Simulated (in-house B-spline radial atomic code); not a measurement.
Results of a calculation; reference values are marked as such.
## O ion on Al atom: potential, deflection and energy transfer

The pair potential comes from two frozen, spherical free-atom densities (PBE, B-spline radial code, scalar-relativistic past argon): electrostatics plus the change in Thomas-Fermi kinetic and Dirac exchange energy where they overlap, the recipe behind the universal ZBL potential, which averages such potentials (from solid-state densities) over many pairs. It is written V = (Z1 Z2 e²/r) φ(r/a), with e² = 14.3996 eV·Å and a = 0.46850 Å/(Z1^0.23 + Z2^0.23); ZBL's fit is φ = 0.18175 e^(−3.1998x) + 0.50986 e^(−0.94229x) + 0.28022 e^(−0.4029x) + 0.02817 e^(−0.20162x). Where φ falls below 4e-4 it is continued as an exponential.

Masses 16.0 and 26.98 u.

```csv
x = r/a,"φ, this pair","φ, ZBL"
0.1,0.9061,0.8928
0.25,0.7883,0.7647
0.5,0.6442,0.6096
1,0.4529,0.4164
1.5,0.3314,0.2995
2,0.2483,0.2218
3,0.1458,0.1292
4,0.09207,0.08026
5,0.06074,0.05224
6.5,0.03257,0.02914
8,0.01733,0.01705
10,0.008002,0.008778
12,0.004194,0.00474
14.5,0.002075,0.002328
17,0.001022,0.001212
```

At x = 0.5 the electrostatic, kinetic and exchange parts are 11803.73, 2386.99 and -116.63 eV. Find r, V and φ.

a = 0.46850/(1.6133 + 1.8039) = 0.13710 Å, so r = 0.06855 Å. V = 11803.73 + 2386.99 + (-116.63) = 14074.09 eV. The bare repulsion is 8 × 13 × 14.3996/0.06855 = 21846 eV, so φ = 0.6442, +5.7 % against ZBL's 0.6096. The kinetic (Pauli) term is 17 % of V here.

The ion comes in at 0.174 keV with impact parameter 0.2742 Å. The scattering integral gives a centre-of-mass angle of 123.4° and a closest approach of 5.554 a. What are the reduced energy, the energy passed on and the laboratory angles?

ε = E a M2/(Z1 Z2 e² (M1 + M2)) = 174 × 5.7469e-05 = 0.01. The most that one collision can pass on is γE with γ = 4 M1 M2/(M1 + M2)² = 0.9347. Here T = γE sin²(θ/2) = 0.9347 × 174 × 0.7754 = 126.1 eV. The ion turns by arctan(sin θ/(cos θ + M1/M2)) = 87.1°, and the struck atom leaves at (180° − θ)/2 = 28.3°. The closest approach is 0.761 Å. With ZBL the angle would be 119.98° and T = 122 eV.
